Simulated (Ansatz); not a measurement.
Density of states of Fe₁₅Co (Pm-3m, a = 5.725 Å, b = 5.725 Å, c = 5.725 Å, α = 90.00°, β = 90.00°, γ = 90.00°), in states per eV and primitive cell, averaged over bins of 0.5 eV. Computed with DFT r2SCAN, scalar-relativistic, plane waves, PAW (Ansatz 0.2.0).

Plane waves to 500 eV, a k mesh through Γ of 6×6×6 on the computed 16-atom cell and Gaussian smearing (0.10 eV); collinear spin from starting moments 3.14 3.12 3.12 3.12 3.04 3.04 3.04 3.12 3.12 3.12 3.12 3.12 3.12 3.12 3.12 2.13 μB.

The cell is relaxed at this level. The states (both spins) are summed by tetrahedra on a 9×9×9 mesh at the self-consistent density. Energies are bin centres; the table starts no lower than −8 eV and ends at 6 eV, or lower where the solved bands end.

It is a metal at this level.

```
E − E_F (eV) total Fe 3d down Fe 3d up Fe 4s up Fe 4s down Co 3d down Co 3d up
       -7.80   1.17        0.01      0.00      0.49        0.54        0.00      0.00
       -7.30   1.51        0.02      0.02      0.59        0.71        0.00      0.00
       -6.80   1.96        0.04      0.06      0.80        0.86        0.00      0.00
       -6.30   2.32        0.07      0.16      0.98        0.88        0.00      0.01
       -5.80   3.50        0.14      0.59      1.34        1.10        0.01      0.04
       -5.30   9.23        0.22      5.23      1.89        1.13        0.02      0.42
       -4.80  16.83        0.38     12.10      1.72        1.28        0.03      0.94
       -4.30  14.24        0.77     10.40      0.35        1.54        0.08      0.75
       -3.80  24.39        1.51     19.06      0.19        1.57        0.16      1.44
       -3.30  26.63        2.64     19.22      0.91        1.54        0.32      1.23
       -2.80  15.14        3.80      7.89      0.53        1.16        0.49      0.59
       -2.30  25.32        5.31     15.90      0.27        0.57        0.70      1.85
       -1.80  42.46        5.58     32.43      0.29        0.11        1.76      1.33
       -1.30  29.32       12.37     12.38      0.54        0.21        1.25      0.63
       -0.80  26.59       13.79      8.35      0.53        0.62        0.58      0.43
       -0.30  15.13       11.04      1.39      0.84        0.27        0.38      0.06
        0.20   8.04        5.88      0.80      0.73        0.03        0.18      0.04
        0.70   5.74        3.26      0.73      0.94        0.02        0.16      0.04
        1.20   8.86        5.85      0.59      0.91        0.04        0.66      0.03
        1.70  14.03       10.45      0.41      0.82        0.08        1.44      0.02
        2.20  18.51       15.55      0.35      0.74        0.07        0.82      0.02
        2.70  30.81       28.09      0.30      0.73        0.15        0.46      0.02
        3.20  12.62       10.13      0.20      0.59        0.50        0.11      0.01
        3.70   5.69        3.09      0.15      0.47        0.66        0.06      0.01
        4.20   4.89        2.01      0.13      0.48        0.68        0.05      0.01
        4.70   3.94        1.36      0.08      0.29        0.57        0.03      0.01
        5.20   3.30        1.03      0.05      0.16        0.55        0.03      0.00
        5.70   3.00        0.69      0.04      0.22        0.46        0.02      0.00
```

The columns after the total are the main Löwdin projections on the occupied valence shells of the potentials; 6 others are left out. The rest of the total lies in those, in shells that are empty in the free atom, which aren't projected, and between the atoms.

The state reached may not be the lowest one. Only parallel moments were tried here.

Only this magnetic start was tried.

Whether Fe15Co exists in this form wasn't checked.

Cost: 1 run of about 4.5 core-minutes, on Intel Xeon 6975P-C (Granite Rapids) (shared hosts).